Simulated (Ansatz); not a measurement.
Z-matrix (Å, degrees):
```
N
C 1 1.4484
H 2 1.1095 1 110.21
H 2 1.1095 3 107.85 1 120.35
H 2 1.1258 3 107.41 4 115.49
C 1 1.4484 2 112.33 3 175.57
H 6 1.1095 1 110.21 2 -56.63
H 6 1.1095 7 107.85 1 120.35
H 6 1.1258 7 107.41 8 115.49
C 1 1.4484 2 112.33 3 -56.65
H 10 1.1095 1 110.21 2 56.63
H 10 1.1095 11 107.85 1 -120.35
H 10 1.1258 11 107.41 12 -115.49
```
Charge 0, spin multiplicity 1.

Computed with Ansatz (a first-principles code) with frozen-core CCSD(T)/cc-pVTZ // PBE-D3(BJ)/def2-SVP.

```
Item                           Result
----------------------  -------------
HF energy               -173.32937 Ha
MP2 correlation energy    -0.75411 Ha
```

Question: Estimate the CCSD correlation energy, the (T) correction, the total energy and the T1 diagnostic.

Answer: 
| Quantity | Result |
|---|---|
| CCSD correlation energy | -0.79851 Ha |
| (T) correction | -0.03081 Ha |
| CCSD(T) total energy | -174.15869 Ha |
| T1 diagnostic | 0.009 |
